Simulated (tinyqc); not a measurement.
The basis set: RHF and MP2 along a ladder of basis sets, for HF, spin multiplicity 1. Computed by the program tinyqc with PySCF. Command: `OMP_NUM_THREADS=1 python tinyqc.py 112535 112536 out.jsonl`; one thread of a shared host (Intel(R) Xeon(R) Processor @ 2.60GHz), about 1 s.

Geometry (angstrom):
```
atom       x       y       z
F     0.0000  0.0000  0.0000
H     0.0000  0.0000  0.9020
```

Same geometry throughout; the dipole is taken about the origin.

RHF and frozen-core MP2 in a ladder of bases:
```
basis        functions  E(RHF) (hartree)  E(MP2 corr) (hartree)  HOMO (eV)  LUMO (eV)  dipole (debye)
sto-3g               6         -98.56873               -0.01667    -12.645     17.548           1.303
3-21g               11         -99.45877               -0.11989    -16.329      7.481           2.141
6-31g               11         -99.98301               -0.12687    -17.207      5.823           2.275
6-31g**             19        -100.01024               -0.18162    -17.102      6.127           1.951
cc-pvdz             19        -100.01971               -0.20097    -17.154      5.088           1.920
aug-cc-pvdz         32        -100.03381               -0.22140    -17.750      0.986           1.902
cc-pvtz             44        -100.05844               -0.27105    -17.546      3.955           1.912
```

From cc-pVDZ to cc-pVTZ the RHF energy falls by 38.7 mhartree and the correlation energy by 70.1. If valence correlation converges as X^-3, (27 E(T) - 8 E(D))/19 gives -0.3005 hartree, a rough estimate from such small X that usually falls short; STO-3G holds about 6 % of it. Beyond STO-3G the LUMO moves by 6.5 eV and the HOMO by 1.4 eV; diffuse functions lower the positive LUMO sharply, since an unbound virtual level tracks the most diffuse function.
